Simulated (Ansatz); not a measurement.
Total energies of the cluster Li₂H from Ansatz at r2SCAN-D4/def2-TZVP, gas phase (1 Eh = 27.2114 eV = 2625.5 kJ/mol). The reference geometry is relaxed at PBE-D4/def2-TZVP.

```csv
atom,x (Å),y (Å),z (Å)
Li1,0.4217,1.2120,-0.4250
Li2,-0.7574,-0.7234,0.8529
H3,0.3358,-0.4887,-0.4279
```

| state | geometry | energy (Eh) |
| --- | --- | --- |
| charge 0 doublet | reference | -15.58562 |
| charge 1 singlet | reference | -15.41337 |
| charge 0 quartet | relaxed at PBE-D4/def2-TZVP | -15.46292 |
| free Li atom (doublet) | – | -7.47953 |
| free H atom (doublet) | – | -0.49993 |

(1) Work out the vertical ionisation energy to the singlet.

(2) Which of the charge 0 states is lowest, and how far above it are the others?

(3) What is the binding energy per atom against free atoms?

(1) E(charge 1 singlet) − E(charge 0 doublet) = -15.41337 − (-15.58562) = 0.17225 Eh = 4.69 eV. For comparison, −ε of the highest occupied level of the spin that leaves is 2.63 eV at this level, 2.06 eV less.

(2) The doublet. quartet: -15.46292 − (-15.58562) = 0.12270 Eh = 322.1 kJ/mol. The quartet has fallen apart, so its energy is that of loose fragments and no spin gap. The quartet differs in its bonds from the reference.

(3) Atoms: 2 × (-7.47953) + 1 × (-0.49993) = -15.45899 Eh. Binding: -15.45899 − (-15.58562) = 0.12663 Eh = 3.45 eV, or 1.15 eV for each of 3 atoms (no zero-point energy, no counterpoise term).

The structure comes from a short search, and lower isomers may exist.
